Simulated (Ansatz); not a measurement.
# SiH₄+ (doublet): wave-function methods side by side, 6-31G

How much of the correlation energy of SiH₄+ (doublet) does each wave-function method recover here?

Computed with Ansatz 0.2.0, Gaussian basis. Level: 6-31G, core rule «outside noble gas», up to 5 orbitals frozen.

To be run: UHF; CCSD(T) on ROHF; CCSD(T) on UHF; BCCD(T) on ROHF; CISD; CCSDT(Q) on ROHF; CCSDT(Q) on UHF; CISDTQ; CCSDTQ on ROHF; CCSDTQ on UHF; CASSCF and MRCISD+Q, 7 electrons in 8 orbitals; CASSCF and NEVPT2, 7 electrons in 8 orbitals; Full CI; Full CI, several states.

11 further runs of the same task are left out: 3 that didn't finish, 8 set aside as unsound or not needed.

### 1 The system

The geometry is a PBE0/def2-TZVP stationary point (not a proven minimum).

5 atoms, charge 1, spin multiplicity 2.

Atoms are counted from 1 here; the program's logs count them from 0.

Bond lengths: Si1–H2 1.538 Å, Si1–H3 1.538 Å, Si1–H4 1.538 Å, Si1–H5 1.538 Å. Angles: H2–Si1–H3 90.0°, H2–Si1–H4 90.0°, H2–Si1–H5 180.0°, H3–Si1–H4 180.0°, H3–Si1–H5 90.0°, H4–Si1–H5 90.0°.

### 2 UHF

The input, in.yaml:

```yaml
crystal:
  periodic: [false, false, false]
  atoms:
    - {symbol: Si, position_ang: [0.000000, 0.000000, 0.000000]}
    - {symbol: H, position_ang: [-0.011166, 1.090859, 1.083779]}
    - {symbol: H, position_ang: [-0.016843, -1.083830, 1.090736]}
    - {symbol: H, position_ang: [0.016843, 1.083830, -1.090736]}
    - {symbol: H, position_ang: [0.011166, -1.090859, -1.083779]}
basis:
  gaussian: {orbitals: 6-31G}
total_charge: 1
magnetization: {spin_polarized: true, initial_magnetization: 1}
hamiltonian: {xc: hf}
output: {orbitals: {seedname: orbitals}}
```

Launch:

```sh
$ ansatz run in.yaml --threads 1 --pin off --events-out ev --progress --plain --max-ram 2393MiB
```

The runs that follow: CCSD(T) on ROHF; CCSD(T) on UHF; BCCD(T) on ROHF; CISD; CCSDT(Q) on ROHF; CCSDT(Q) on UHF; CISDTQ; CCSDTQ on ROHF; CCSDTQ on UHF; CASSCF and MRCISD+Q, 7 electrons in 8 orbitals; CASSCF and NEVPT2, 7 electrons in 8 orbitals; Full CI; Full CI, several states.

Before running them: what should the planned runs give, taken together? Wanted: FCI below the RHF energy; RMP2 from FCI; UMP2 from FCI; RCCSD from FCI; RCCSD(T) from FCI; UCCSD(T) from FCI; RCCSDT(Q) from FCI; UCCSDT(Q) from FCI; NEVPT2 valence from FCI.

The runs gave:

```
                         quantity                                                                                                                          value
         FCI below the RHF energy                                                                                                                     -2.4922 eV
                    RMP2 from FCI                                                                                                                +17.78 kcal/mol
                    UMP2 from FCI                                                                                                                +17.11 kcal/mol
                   RCCSD from FCI                                                                                                                 +1.04 kcal/mol
                RCCSD(T) from FCI                                                                                                                 +0.32 kcal/mol
                UCCSD(T) from FCI                                                                                                                 +0.38 kcal/mol
               RCCSDT(Q) from FCI                                                                                                                  0.00 kcal/mol
               UCCSDT(Q) from FCI                                                                                                                  0.00 kcal/mol
          NEVPT2 valence from FCI                                                                                                                 +2.40 kcal/mol
        MRCISD+Q valence from FCI                                                                                                                 +0.06 kcal/mol
levels within 1 kcal/mol (43 meV)  RCCSD(T), UCCSD(T), BCCD(T), RCCSDT, UCCSDT, CISDTQ, RCCSDT(Q), UCCSDT(Q), RCCSDTQ, UCCSDTQ, MRCISD valence, MRCISD+Q valence
                    T1 diagnostic                                                                                                                          0.029
   effectively unpaired electrons                                                                                                                           1.03
```

What this shows: RCCSD(T) misses by +0.32 kcal/mol, 0.5 % of the correlation energy. One determinant dominates. Of the multireference levels listed MRCISD+Q valence comes nearest in total energy (+0.06 kcal/mol), which doesn't show that its space is the better one. The next state among those solved, a doublet, lies 1.61 eV up. These misses are within one basis, not against nature; the frozen cores of restricted and unrestricted runs differ, which can shift their rows.
